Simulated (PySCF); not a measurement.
## Proton affinity of N-methylformamide, site by site

System: N-methylformamide, `CNC=O` (C2H5NO). Non-hydrogen atoms are numbered in `[CH3:1][NH:2][CH:3]=[O:4]`.

Energies: ωB97X-D3(BJ)/def2-TZVP (PySCF, density fitting, integration grid level 2) on PBE0-D3(BJ)/def2-SVP structures. Zero-point and thermal terms (298.15 K, 1 bar) come from unscaled PBE0-D3(BJ)/def2-SVP harmonic frequencies, with soft modes damped to free rotors in the entropy.

| site | product | PA / eV | GB / eV | gas share | above best in water / eV | above best in cyclohexane / eV |
| --- | --- | --- | --- | --- | --- | --- |
| O4 (amide oxygen) | `CNC=[OH+]` | 9.03 | 8.69 | > 99.9 % | 0.000 | 0.000 |
| N2 (amide nitrogen) | `C[NH2+]C=O` | 8.27 | 7.95 | < 0.1 % | 0.386 | 0.607 |

PA is −ΔH and GB is −ΔG of B + H⁺ → BH⁺ in the gas phase. Shares are Boltzmann weights among the listed products; an error of 10 kJ/mol changes a ratio about 56-fold. Sites whose products fell apart, merged with another or lost in a GFN2-xTB screen aren't listed. Values in solvent are IEF-PCM free energies relative to the most favourable product.

Among these, O4 (amide oxygen) wins by 0.74 eV in gas-phase free energy over N2.

In water the product from O4 is solvated 2.48 eV more strongly than the parent (electrostatics only).

In cyclohexane the product from O4 is solvated 1.29 eV more strongly than the parent (electrostatics only).

Measured values (NIST Chemistry WebBook, evaluated or the median of agreeing entries): proton affinity (−ΔH) 851 kJ/mol (computed 871, difference 20); gas-phase basicity (−ΔG) 820 kJ/mol (computed 839, difference 18). These are compared with the most favourable site that keeps the skeleton.

Hardware: 1 thread of AMD EPYC 7R43 64-Core, shared with other jobs. Command: `OMP_NUM_THREADS=1 python redox_run.py task.json out`. Structures, frequencies and single points: 7.6 min.

Differences come from unrounded values, so a last digit can differ from that of the printed terms.
